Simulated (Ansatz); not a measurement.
A run of Ansatz (development build ahead of 0.2.0) on triplet OH(+) at this shape:

```xyz
2

O     0.0102   -0.0106   -0.5676
H     0.0405   -0.0268    0.5079
```

Its results:

```yaml
Converged: yes
Reference_energy: -74.89969 hartree
Correlation_energy: -0.11520 hartree
Total_energy: -75.01489 hartree
Spin_squared_of_the_determinant: 2.000
Stability_test: minimum among restricted orbitals
Occupied_orbitals_by_symmetry_in_an_Abelian_subgroup_alpha;_beta: 3 A1 1 B1 1 B2; 3 A1
```

Messages of the program:
```
mean field -2038.12428383 eV, -74.8996859403 hartree, gradient 2.0e-6 eV, S^2 2.000000; 0 other ends of a descent, 0 dependent functions left out
```

**Question.** Which input gives this output? Name the method, the orbitals and the basis set, and write the input.

**Answer.** ROHF-MP2 in def2-SVP.

```yaml
crystal:
  periodic: [false, false, false]
  atoms:
    - { symbol: O, position_ang: [0.01016, -0.01064, -0.56763] }
    - { symbol: H, position_ang: [0.04048, -0.02678, 0.50785] }
basis:
  gaussian: { orbitals: def2-SVP }
total_charge: 1
magnetization:
  initial_magnetization: 2
hamiltonian:
  xc: hf
correlation:
  method: mp2
  frozen_orbitals: { H: 0, O: 1 }
```
